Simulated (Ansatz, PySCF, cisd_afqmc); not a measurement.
Species: BF₃, charge 0, singlet. BF3 (SMILES B(F)(F)F).
B3LYP-D3(BJ)/def2-TZVP minimum from Ansatz (a program for electronic structure):
```
B
F 1 1.3156
F 1 1.3156 2 120.00
F 1 1.3156 2 120.00 3 -180.00
```

Atomisation energy term by term, kcal/mol (programs: Ansatz, cisd_afqmc). UHF or UKS for unpaired electrons; spin-orbit terms are left out. Correlated methods leave the cores frozen. Rows without X2C or -DK are non-relativistic. AFQMC/CISD: phaseless, guided by CISD from CCSD amplitudes; bars are statistical, one sigma. Outlying blocks are dropped, and bars are widened where a walk drifts. Over all cases where full CI ran beside it in this data, AFQMC minus full CI had a median of +0.1 mEh and passed +0.4 mEh in a tenth of the cases. CBS(X,Y): correlation extrapolated as X^-3, Hartree-Fock from the larger set (Q,5: extrapolated as (X+1)exp(-9√X)). A bracket is a step between two methods taken in the basis named. '+ core + X2C': CCSD(T) terms for core correlation (cc-pwCVTZ) and scalar relativity (cc-pVTZ-DK). Where a partner has so few electrons that a lower coupled-cluster level is exact, that level stands in.

| term | basis | kcal/mol |
|---|---|---|
| Hartree-Fock | CBS(cc-pVQZ,cc-pV5Z) | 362.43 |
| CCSD correlation | CBS(cc-pVQZ,cc-pV5Z) | 98.11 |
| (T) | CBS(cc-pVQZ,cc-pV5Z) | 8.52 |
| CCSDT(Q) - CCSD(T) | cc-pVDZ | 0.53 |
| core correlation | cc-pwCVTZ | 1.70 |
| scalar relativity | X2C, cc-pVTZ-DK | -0.69 |
| minus zero-point energy | Hessian by PySCF at B3LYP-D3(BJ)/def2-TZVP | -7.77 |
| sum: D0 |  | 462.8 |

The step beyond CCSD(T) by other levels: AFQMC/CISD in cc-pVTZ 0.19 ± 0.34; AFQMC/CISD in cc-pVQZ 0.14 ± 0.23 kcal/mol.
